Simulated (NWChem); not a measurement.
SiH2, singlet; SMILES [SiH2]

Results from NWChem. Medium grid unless said otherwise, to which SCAN and Minnesota functionals are sensitive. Low-valent species are run as closed-shell singlets; no triplet was tried in these runs. Coordinates come from a B3LYP/6-31G* (spherical d) optimisation. Level r2SCAN/def2-TZVP: single points from the atomic guess with DIIS by default; each run changes one setting, and all converged runs end within 0.3 mHa of each other.

```csv
setting,SCF iterations
defaults,6
core-Hamiltonian guess,10
no level shifting,6
70 % damping for 30 cycles,25
level shift of 0.5 Ha throughout,10
"no DIIS, 40 % damping",12
```
